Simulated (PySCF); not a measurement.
Gas-phase reaction: i-Si₄H₁₀ + 2 (CH₃)₃SiH = 6 CH₃SiH₂

Computed with PySCF and rigid-rotor harmonic-oscillator thermochemistry at 1 bar. † marks an energy on the PBE0/def2-TZVP geometry and frequencies; other levels use their own. MP2 and CCSD(T) freeze the core. Open shells (unrestricted): CH₃SiH₂ (multiplicity 2); the rest are closed-shell singlets. CH₃SiH₂: computed as isolated molecules; such fragments, hydroxides, amides, oligomers or adducts are transient or little studied in the gas. MP2 isn't extrapolated to the basis-set limit; its ΔH°(298 K) is 944.1 kJ in def2-SVP and 994.6 kJ in def2-TZVPP. CCSD(T) isn't extrapolated to the basis-set limit. The harmonic model lacks anharmonicity and excited electronic states, which grow with temperature; levels with a mode under 35 cm⁻¹ are left out. Internal rotation in i-Si₄H₁₀, (CH₃)₃SiH, CH₃SiH₂ is treated as a harmonic vibration of one conformer, which makes the entropy rough.

```
level              ΔE electronic, kJ  ΔH°(298 K), kJ  ΔS°(298 K), J/K  ΔG°(1000 K), kJ
-----------------  -----------------  --------------  ---------------  ---------------
CCSD(T)/def2-SVP†                970             941              536              421
HF/def2-TZVP†                    746             717              536              197
M06-2X/def2-TZVP†                982             952              536              432
MP2/def2-SVP†                    973             944              536              424
MP2/def2-TZVPP†                 1024             995              536              474
PBE/def2-SVP                     974             944              536              425
PBE/def2-TZVP†                   968             939              536              418
PBE0/def2-TZVP                   980             951              536              430
r2SCAN/def2-TZVP†                961             932              536              412
```
ΔH° is lowest at HF/def2-TZVP† and highest at MP2/def2-TZVPP†. No reference value is set beside these.
